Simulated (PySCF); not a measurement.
## P: electron affinity

P⁻ [Ne] 3s2 3p4 (3P) → P [Ne] 3s2 3p3 (4S), as a difference of total energies. Calculation: PySCF 2.14, in aug-cc-pV(D+d)Z; no relativity, point nucleus. Correlated levels: valence: [Ne] frozen. The calculations carry no spin-orbit coupling.

| method | electron affinity (eV) | plus first-order spin-orbit estimate | error of that sum (eV) |
| --- | --- | --- | --- |
| UHF | -0.363 | -0.351 | -1.098 |
| LDA | 0.996 | 1.008 | +0.261 |
| PBE | 0.845 | 0.856 | +0.109 |
| PBE0 | 0.753 | 0.765 | +0.018 |
| r2SCAN | 0.754 | 0.765 | +0.018 |
| BHandHLYP | 0.686 | 0.698 | -0.049 |
| M06-2X | 0.829 | 0.841 | +0.094 |
| M06-L | 0.668 | 0.679 | -0.068 |
| PW91 | 0.890 | 0.901 | +0.154 |
| MP2 (valence) | 0.265 | 0.277 | -0.470 |
| SCS-MP2 (valence) | 0.300 | 0.312 | -0.435 |

Reference: 0.747 eV (measured; photodetachment measurements, as compiled on the Wikipedia data page of electron affinities).

A first-order spin-orbit estimate (lowest level to lowest level, LS coupling) adds 0.012 eV.

Errors of the correlated levels include the incompleteness of this basis and the frozen core.

A negative affinity means that the anion lies above the atom at that level of theory.

In the anion the highest occupied orbital energy is positive at LDA, PBE, PBE0, r2SCAN, BHandHLYP, M06-2X, M06-L, PW91, a self-interaction effect; the basis confines that electron, and the energy difference can still be sensible.
